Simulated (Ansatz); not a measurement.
# C₃H₅FO₂: one species, many methods

An exercise on one series of results from a longer session: the logs are not shown, and one member is left open.

The runs use Ansatz 0.2.0, Gaussian basis; functionals in def2-TZVPP, the program's frozen cores in correlated methods.

Levels to be run: PBE-D4, r2SCAN-D4, PBE0-D4, B3LYP-D4, ωB97X-V, ωB97M-V, B2PLYP; CCSD(T)/def2-TZVPP; MP2/def2-QZVPP; extrapolation to the limit.

## The relaxed structure

All runs share one geometry, relaxed beforehand with PBE0-D4 in a triple-zeta def2 set.

SMILES `O=CCOCF`, 11 atoms, charge 0, spin multiplicity 1.

Atoms are counted from 1 here; the program's logs count them from 0.

Bond lengths: O1–C2 1.197 Å, C2–C3 1.506 Å, C2–H7 1.113 Å, C3–O4 1.398 Å, C3–H8 1.096 Å, C3–H9 1.100 Å, O4–C5 1.374 Å, C5–F6 1.383 Å, C5–H10 1.093 Å, C5–H11 1.090 Å. Angles: O1–C2–C3 125.2°, O1–C2–H7 121.5°, C3–C2–H7 113.3°, C2–C3–O4 114.8°, C2–C3–H8 107.6°, C2–C3–H9 108.2°, O4–C3–H8 107.5°, O4–C3–H9 112.2°, H8–C3–H9 106.1°, C3–O4–C5 114.8°, O4–C5–F6 110.3°, O4–C5–H10 112.6°, O4–C5–H11 107.0°, F6–C5–H10 106.9°, F6–C5–H11 108.0°, H10–C5–H11 111.9°.

Geometry (Å):

```mol
C3H5FO2
  3D, bonds by distance, orders not assigned

 11 10  0  0  0  0  0  0  0  0999 V2000
    1.3005   -1.4767   -0.7045 O   0  0
    1.2093   -1.0089    0.3940 C   0  0
    0.0287   -0.2300    0.9101 C   0  0
   -1.0555   -0.1579    0.0310 O   0  0
   -0.8928    0.7172   -1.0150 C   0  0
   -0.9706    2.0225   -0.5660 F   0  0
    2.0265   -1.1188    1.1420 H   0  0
   -0.3202   -0.7245    1.8234 H   0  0
    0.3823    0.7655    1.2175 H   0  0
    0.0771    0.6071   -1.5076 H   0  0
   -1.7200    0.5474   -1.7044 H   0  0
  1  2  8  0
  2  3  8  0
  3  4  8  0
  4  5  8  0
  5  6  8  0
  2  7  8  0
  3  8  8  0
  3  9  8  0
  5 10  8  0
  5 11  8  0
M  END
```

The first run:

in.yaml

```yaml
crystal:
  periodic: [false, false, false]
  atoms:
    - {symbol: O, position_ang: [1.300491, -1.476745, -0.704490]}
    - {symbol: C, position_ang: [1.209278, -1.008854, 0.393961]}
    - {symbol: C, position_ang: [0.028706, -0.229986, 0.910083]}
    - {symbol: O, position_ang: [-1.055549, -0.157912, 0.030995]}
    - {symbol: C, position_ang: [-0.892757, 0.717244, -1.015000]}
    - {symbol: F, position_ang: [-0.970578, 2.022520, -0.565964]}
    - {symbol: H, position_ang: [2.026523, -1.118839, 1.142046]}
    - {symbol: H, position_ang: [-0.320152, -0.724471, 1.823399]}
    - {symbol: H, position_ang: [0.382252, 0.765519, 1.217466]}
    - {symbol: H, position_ang: [0.077109, 0.607118, -1.507639]}
    - {symbol: H, position_ang: [-1.720024, 0.547405, -1.704356]}
basis:
  gaussian: {orbitals: def2-TZVPP}
hamiltonian: {xc: pbe, dispersion: d4}
output: {forces: true, orbitals: {seedname: orbitals}}
```

The run is started by

```sh
> ansatz run in.yaml --threads 4 --pin off --events-out ev --progress --plain --max-ram 10444MiB
```

Among the steps run: PBE-D4 (GGA); r2SCAN-D4 (meta-GGA); PBE0-D4 (hybrid); B3LYP-D4 (hybrid); ωB97X-V (range-separated); ωB97M-V (range-separated); B2PLYP (double hybrid); CCSD(T) in def2-TZVPP; MP2 in def2-QZVPP.

One of the session's tables, all rows but one given; the rest of the session is left out.

| method | atomisation energy (kJ/mol) |
| --- | --- |
| PBE-D4 | 4652.0 |
| r2SCAN-D4 | ? |
| PBE0-D4 | 4509.4 |
| B3LYP-D4 | 4481.0 |
| ωB97X-V | 4498.0 |
| ωB97M-V | 4502.2 |
| B2PLYP | 4443.8 |
| HF/def2-TZVPP | 3119.2 |
| MP2/def2-TZVPP | 4491.6 |
| CCSD/def2-TZVPP | 4280.0 |
| CCSD(T)/def2-TZVPP | 4364.4 |
| MP2/CBS | 4611.2 |
| CCSD(T)/CBS | 4484.0 |

Estimate the missing values for r2SCAN-D4.

As computed: atomisation energy (kJ/mol): 4505.8. In the column «atomisation energy (kJ/mol)» it lies between ωB97M-V (4502.2) and PBE0-D4 (4509.4).

To keep in mind: Free atoms (2 O, 3 C, 1 F, 5 H) were run apart at each level; the atomisation energy is their sum less the molecule, without zero-point or spin-orbit terms.
